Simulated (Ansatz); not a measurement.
`CCC(F)CF`. Charge 0, multiplicity 1.

Cartesian coordinates in Å:
```
C -1.873 -0.304 0.446
C -0.563 0.452 0.304
C 0.528 -0.386 -0.326
F 0.733 -1.526 0.440
C 1.831 0.359 -0.429
F 2.743 -0.354 -1.176
H -2.635 0.322 0.914
H -2.251 -0.621 -0.530
H -1.742 -1.196 1.060
H -0.218 0.798 1.284
H -0.707 1.343 -0.315
H 0.229 -0.730 -1.323
H 1.671 1.326 -0.916
H 2.254 0.516 0.568
```

(1) What are the harmonic wavenumbers in cm⁻¹ at PBE0-D4/def2-TZVP (Ansatz, finite differences of forces, unscaled)? (Best estimate.)

(2) Is this a minimum?

(3) Give the ideal-gas thermochemistry at 298.15 K and 1 bar (rigid rotor, harmonic oscillator; point group C1, symmetry number 1).

(4) Rotational constants (cm⁻¹)?

Results:

(1) Ansatz gave: 93, 117, 185, 224, 298, 392, 469, 529, 778, 885, 936, 1006, 1042, 1114, 1132, 1162, 1168, 1270, 1291, 1307, 1379, 1398, 1410, 1437, 1468, 1484, 1490, 1500, 3043, 3049, 3056, 3058, 3087, 3112, 3128, 3144.

(2) Yes, all 36 modes are real.

(3) Zero-point energy 308.9 kJ/mol; H(298) − E = 329.8 kJ/mol; entropy 344.4 J/(mol·K), of which translation 165.5, rotation 112.9, vibration 66.0; G(298) − E = 227.1 kJ/mol. Modes under 100 cm⁻¹ are hindered rotations or soft bends, so the harmonic entropy is rough.

(4) 0.2578, 0.06364, 0.0554.
